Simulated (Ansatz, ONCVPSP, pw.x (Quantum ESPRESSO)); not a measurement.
From atom to crystal: ONCV potential for Mg

- Element: Mg (Z = 12)
- Generator: ONCVPSP 4.0.1
- Type: optimised norm-conserving Vanderbilt (ONCV)
- Functional: PBEsol
- Relativity: scalar-relativistic
- Frozen core: [Ne]
- Valence charge: 2
- Reference configuration: 3s1 (charge +1)
- Partial waves: 3s: rc 1.90 bohr, ncon 4, nbas 7, qcut 3.1 1/bohr, 1 projector; p scattering state at 0.17 Ha: rc 1.95 bohr, ncon 4, nbas 8, qcut 3.7 1/bohr, 2 projectors, debl 3.4 Ha; d scattering state at 0.35 Ha: rc 1.85 bohr, ncon 4, nbas 8, qcut 5.6 1/bohr, local
- Local potential: the d channel
- Core correction: polynomial model core, fcfact 0.3

In the p channel the program set the typed energies aside and used 0.050, 3.450 Ha.

Atomic tests: cutoffs needed: 4.1 Ha and 8.2 Ha (the cutoffs (Ha) at which the residual kinetic energy of the hardest occupied pseudo-wave falls to 1 and 0.1 mHa per electron) The cutoffs count occupied waves only; projector 2 of the p channel, the hardest unoccupied one, needs 62 Ha at the loose tolerance.; ghost test: no bound ghost flagged; GHOST(+) flagged for s at 19.5 eV; largest excitation error: +15 meV (all-electron minus pseudo) for 3s0 3p1, out of 4 test configurations.

Crystal test: diamond Mg in pw.x 7.5, no spin, 8³ k-points, Fermi–Dirac smearing 0.01 Ry, cutoffs 50/200 Ry. The reference is all-electron LAPW (Ansatz 0.2.0) with the same functional, mesh and smearing; V0 and B0 come from Birch–Murnaghan fits to the pressures at five volumes. Errors are pseudo minus all-electron; Δ is the rms difference of the E(V) curves that follow from these fits, minima aligned, over ±6 % about the mean V0. Mesh and smearing are coarse, so the numbers serve the comparison and aren't converged zero-temperature values; the lattice is a test structure that the element need not adopt.

All-electron: a0 = 6.780 Å (V0 = 38.96 Å³/atom), B0 = 11.9 GPa.

Question: How far does the potential miss the all-electron equation of state?

Answer: mean pressure error (GPa): -0.25; a0 (Å): 6.733; a0 error (%): -0.69; B0 error (%): +4.1; Δ (meV/atom): 2.1. This is a poor potential for the solid. The generator flags a localised state at positive energy (s at 19 eV).

```json
{"V (Å³/atom)": "37.049", "P all-electron (GPa)": "0.66", "P pseudo (GPa)": "0.39"}
{"V (Å³/atom)": "38.024", "P all-electron (GPa)": "0.30", "P pseudo (GPa)": "0.04"}
{"V (Å³/atom)": "38.999", "P all-electron (GPa)": "-0.01", "P pseudo (GPa)": "-0.26"}
{"V (Å³/atom)": "39.974", "P all-electron (GPa)": "-0.29", "P pseudo (GPa)": "-0.52"}
{"V (Å³/atom)": "40.949", "P all-electron (GPa)": "-0.54", "P pseudo (GPa)": "-0.76"}
```

Question: At the middle volume, how do free energy and pressure move when the wave cutoff is lowered (ecutrho kept at four times it)?

Answer:

```json
{"cutoff (Ry)": "22", "shift of F (meV/atom)": "+1.7", "shift of P (GPa)": "+0.01"}
{"cutoff (Ry)": "30", "shift of F (meV/atom)": "+1.1", "shift of P (GPa)": "+0.00"}
{"cutoff (Ry)": "40", "shift of F (meV/atom)": "+0.2", "shift of P (GPa)": "+0.01"}
```

The run at the middle volume (29 k-points, 11 iterations) took about 22 s on one core of a shared host (Intel(R) Xeon(R) Platinum 8259CL CPU @ 2.50GHz, 96 threads, 755 GiB, load 62).
